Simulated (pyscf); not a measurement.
This saddle point was located with ωB97X-D3(BJ)/def2-SVP in PySCF.

```xyz
7

S     -1.0539     1.1388     1.0460
H     -1.6514     0.1057     1.6689
Si    -0.2802    -0.1031    -0.7294
H     -1.9545    -0.0650    -0.4691
H     -0.0925    -1.5212    -0.3148
H      1.0688     0.5532    -0.7254
H     -0.6787     0.0209    -2.1727
```
Charge 0, spin multiplicity 2.

Surface: doublet, charge 0. Lowest wavenumbers (cm⁻¹): 356i, 137, 296, 603, 725.

**Question.** Name the species on either side of this saddle.

**Answer.** SH• (SMILES [SH]) + SiH₄ (SMILES [SiH4]) <-> H₃Si–SH (SMILES [SiH3]S) + H• (SMILES [H]), a substitution at Si read from left to right: H–Si broken and S–Si formed. At CCSD(T)/def2-TZVPP + ΔMP2(QZVPP) it lies +64.5 kJ/mol from the left side and +37.4 kJ/mol from the right (each side as separated species at their lowest minima found). The same reactants have a lower exit, to H₂S + SiH₃• (barrier +22.5 kJ/mol at ωB97M-D3(BJ), against +57.1 kJ/mol here). One saddle was located; it need not be the lowest between these sides. The angle at the attacked Si is 62° (front-side attack). The CCSD(T) − MP2 part came from Ansatz, without density fitting, on the same reference. Left out: the spin-orbit lowering of SH.
